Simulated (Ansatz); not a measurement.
The same path of AlH$_{3}$O (5 atoms, charge 0, multiplicity 1) was run twice with different band settings. Lost on the way: Al1–H2, Al1–H3. Made: H2–H3.

These are results of RKS r2SCANh-D4/def2-SVP in Ansatz 0.2.0, not measurements.

Relaxed end points:

```xyz
5
Properties=species:S:1:pos:R:3
Al 0.353 -0.088 0.188
H 0.278 -0.258 1.763
H 1.671 0.255 -0.608
O -1.044 -0.275 -0.763
H -1.930 -0.482 -0.466
```

```xyz
5
Properties=species:S:1:pos:R:3
Al -1.837 -0.619 1.478
H 1.323 0.123 -0.091
H 2.056 0.276 -0.207
O -1.243 -0.377 -0.081
H -0.971 -0.250 -0.985
```

Common settings: spring 5.0 eV/Å²; optimiser quadratic models (default); start path through a guess of the saddle point; force threshold 0.05 eV/Å; iteration limit 60; end points relaxed.

| run | movable images | climbing image |
| --- | --- | --- |
| 1 | 7 | yes |
| 2 | 3 | no |

(1) What does each run give, and how far can it be trusted?

## Answers

(1) Run 1: converged after 29 iterations, highest image 3.440 eV above the first end. Neighbouring images differ by up to 2.6 eV, so the band resolves the path poorly. A vibrational analysis at the climbing image gives one clearly imaginary mode, 1486i cm⁻¹: a first-order saddle point.
Run 2: converged after 27 iterations, highest image 1.504 eV above the first end. Neighbouring images differ by up to 1.5 eV, so the band resolves the path poorly. No image climbed, so the highest image needn't sit at the top of the path. A band with more images between the same ends climbed to 3.44 eV, so this one has probably stepped over the top. So few images can step over the top or miss a turn of the path.
The orbitals stay closed-shell, which can raise the energy where a bond breaks towards radicals; this wasn't checked here.
